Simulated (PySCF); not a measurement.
# Cl2 (chlorine): BHLYP/aug-cc-pVTZ

What is the energy change on altering one bond length of Cl2 (chlorine) at BHLYP/aug-cc-pVTZ? Input form: a Python script.

The calculation is run with PySCF 2.14.0.

2 further runs of the same task are left out: 2 set aside as unsound or not needed.

### Step 1. The system as given

The species is Cl2 (2 atoms), meant as a singlet with charge 0. SMILES: `ClCl`. Geometry: relaxed at PBE0-D4/def2-TZVP.

Bond lengths: Cl1–Cl2 1.982 Å.

### Step 2. A single-point energy at BHLYP/aug-cc-pVTZ

geometry.xyz

```xyz
2
Cl2
Cl     0.845690    -0.281600     0.433600
Cl    -0.845690     0.281600    -0.433600
```

run.py

```python
from pyscf import gto, dft

mol = gto.M(
    atom='geometry.xyz',
    max_memory=1860,
    verbose=4,
    charge=0,
    basis='aug-cc-pvtz',
)

mf = dft.RKS(mol, xc='bhandhlyp')
mf.grids.level = 5
mf.conv_tol = 1e-10
mf.kernel()
if not mf.converged:
    mf = mf.newton().run(mf.mo_coeff, mf.mo_occ)

etot = mf.e_tot
print(f'total energy: {etot:.8f} hartree')
```

Launch:

```bash
$ OMP_NUM_THREADS=1 python run.py
```

The log of the run:

```text
PySCF version 2.14.0

[INPUT] num. atoms = 2
[INPUT] num. electrons = 34
[INPUT] charge = 0
[INPUT] spin (= nelec alpha-beta = 2S) = 0
[INPUT] symmetry False subgroup None
[INPUT] Mole.unit = angstrom
[INPUT] Symbol           X                Y                Z      unit          X                Y                Z       unit  Magmom
[INPUT]  1 Cl     0.845690000000  -0.281600000000   0.433600000000 AA    1.598122486283  -0.532146876678   0.819385247611 Bohr   0.0
[INPUT]  2 Cl    -0.845690000000   0.281600000000  -0.433600000000 AA   -1.598122486283   0.532146876678  -0.819385247611 Bohr   0.0

nuclear repulsion = 77.1441326129708
number of shells = 26
number of NR pGTOs = 150
number of NR cGTOs = 100
basis = aug-cc-pvtz
ecp = {}

******** <class 'pyscf.dft.rks.RKS'> ********
method = RKS
initial guess = minao
damping factor = 0
level_shift factor = 0
DIIS = <class 'pyscf.scf.diis.CDIIS'>
diis_start_cycle = 1
diis_space = 8
diis_damp = 0
SCF conv_tol = 1e-10
SCF conv_tol_grad = None
SCF max_cycles = 50
direct_scf = True
direct_scf_tol = 1e-13
XC library pyscf.dft.libxc version 7.0.0
    S. Lehtola, C. Steigemann, M. J.T. Oliveira, and M. A.L. Marques.,  SoftwareX 7, 1–5 (2018)
XC functionals = bhandhlyp
    Defined through Gaussian implementation.
radial grids:
    Treutler-Ahlrichs [JCP 102, 346 (1995); DOI:10.1063/1.469408] (M4) radial grids

becke partition: Becke, JCP 88, 2547 (1988); DOI:10.1063/1.454033
pruning grids: <function nwchem_prune>
grids dens level: 5
symmetrized grids: False
atomic radii adjust function: <function treutler_atomic_radii_adjust>
small_rho_cutoff = 0
Set gradient conv threshold to 1e-05
Initial guess from minao.
tot grids = 86096
init E= -920.544098796483
  HOMO = -0.338067998482833  LUMO = -0.153343711961099  gap/eV = 5.02660
cycle= 1 E= -920.396631189341  delta_E= 0.147  |g|= 0.171  |ddm|=  1.1
  HOMO = -0.378225477853079  LUMO = -0.086150639792927  gap/eV = 7.94776
cycle= 2 E= -920.40110699374  delta_E= -0.00448  |g|= 0.107  |ddm|= 0.14
  HOMO = -0.365659784208606  LUMO = -0.0709392208557569  gap/eV = 8.01976
cycle= 3 E= -920.403800518183  delta_E= -0.00269  |g|= 0.0149  |ddm|= 0.065
  HOMO = -0.368096533164775  LUMO = -0.0717659790037093  gap/eV = 8.06357
cycle= 4 E= -920.403865794615  delta_E= -6.53e-05  |g|= 0.00133  |ddm|= 0.00802
  HOMO = -0.367961909003758  LUMO = -0.0715333995208196  gap/eV = 8.06623
cycle= 5 E= -920.403866765099  delta_E= -9.7e-07  |g|= 0.000241  |ddm|= 0.00134
  HOMO = -0.368012931180237  LUMO = -0.0715794365619242  gap/eV = 8.06637
cycle= 6 E= -920.403866776605  delta_E= -1.15e-08  |g|= 3.16e-05  |ddm|= 0.00018
  HOMO = -0.368007871761976  LUMO = -0.0715742150773293  gap/eV = 8.06637
cycle= 7 E= -920.403866776909  delta_E= -3.05e-10  |g|= 2.65e-06  |ddm|= 3.13e-05
  HOMO = -0.368008917244042  LUMO = -0.071575323729995  gap/eV = 8.06637
cycle= 8 E= -920.403866776913  delta_E= -4.09e-12  |g|= 3.77e-07  |ddm|= 3.19e-06
  HOMO = -0.368008787311716  LUMO = -0.0715752057170853  gap/eV = 8.06637
Extra cycle  E= -920.403866776913  delta_E= 2.27e-13  |g|= 2.17e-07  |ddm|= 4.6e-07
converged SCF energy = -920.403866776913
total energy: -920.40386678 hartree
```

Wall time 6.9 s (1 thread of Arm Neoverse V1, shared host); peak memory 0.47 GiB.

### Step 3. The distorted shape at the same level

job.py

```python
from pyscf import gto, dft

molecule = gto.M(
    atom='''
Cl     2.077584    -0.691798     1.065214
Cl    -1.598122     0.532147    -0.819385
''',
    spin=0,
    basis='aug-cc-pvtz',
    max_memory=1860,
    unit='bohr',
    verbose=3,
)

mf = dft.RKS(molecule, xc='bhandhlyp')
mf.grids.level = 5
mf.conv_tol = 1e-10
mf.kernel()
if not mf.converged:
    mf = mf.newton().run(mf.mo_coeff, mf.mo_occ)

etot = mf.e_tot
print('Final energy', etot)
```

Launch:

```bash
$ OMP_NUM_THREADS=1 python job.py
```

The log of the run:

```text
converged SCF energy = -920.382537309355
Final energy -920.3825373093549
```

Run time: 6.9 s. Hardware: 1 thread of Arm Neoverse V1, shared host; peak memory 0.47 GiB.

### Step 4. Summary of results

At BHLYP/aug-cc-pVTZ:

| quantity | value |
| --- | --- |
| first shape: total energy | -920.40387 Eh |
| first shape: dipole moment | 0.00 D |
| first shape: HOMO energy | -10.01 eV |
| first shape: LUMO energy | -1.95 eV |
| first shape: HOMO–LUMO gap | 8.07 eV |
| distorted shape: total energy | -920.38254 Eh |
| distorted shape: dipole moment | 0.00 D |
| distorted shape: HOMO energy | -10.63 eV |
| distorted shape: LUMO energy | -4.14 eV |
| distorted shape: HOMO–LUMO gap | 6.49 eV |
| energy change with the Cl1–Cl2 bond stretched from 1.982 to 2.280 Å | 0.580 eV |

In words: With the Cl1–Cl2 bond stretched from 1.982 to 2.280 Å the energy rises by 0.58 eV (13.4 kcal/mol). The first shape isn't relaxed at this level, so the change isn't measured from a minimum.
